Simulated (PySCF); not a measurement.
C4H6FN.
Atom-mapped SMILES: `[NH2:1][CH2:2][C:3]#[C:4][CH2:5][F:6]` (hydrogens: H7, H8 on N1; H9, H10 on C2; H11, H12 on C5)

The geometry is computed with GFN2-xTB (gas phase).

Q: What internal coordinates does the optimisation give?

A: 
```
          bond  length (Å)
         N1–C2       1.456
         C2–C3       1.458
         C3≡C4       1.200
         C4–C5       1.450
         C5–F6       1.380
  N1–H7, N1–H8       1.015
 C2–H9, C2–H10       1.095
C5–H11, C5–H12       1.097
```

Bonds in one row agree within 0.01 Å and their mean is given. A selection of angles:
```
     angle  degrees
  C2–N1–H7    110.2
  H7–N1–H8    107.5
  N1–C2–C3    113.3
  N1–C2–H9    108.1
  C3–C2–H9    109.3
 H9–C2–H10    108.4
  C2–C3–C4    174.8
  C3–C4–C5    179.0
  C4–C5–F6    110.9
 C4–C5–H11    110.9
 F6–C5–H11    106.7
H11–C5–H12    110.4
```

The 6 heavy atoms lie in one plane (0.000 Å rms). The C–C distances run from 1.200 Å (C3≡C4, drawn triple) to 1.458 Å (C2–C3, drawn single), a spread of 0.258 Å. N1 (primary amine nitrogen) is pyramidal (angles 110.2°, 110.2° and 107.5°, sum 327.9°, 0.38 Å off the plane of its three neighbours).

Point group: Cs (every atom within 0.08 Å of its image). No GFN2-xTB frequencies stand behind this structure, so it isn't proved a minimum. One conformer, not necessarily the lowest (H–N1–C2–C3 -59° and 59°).
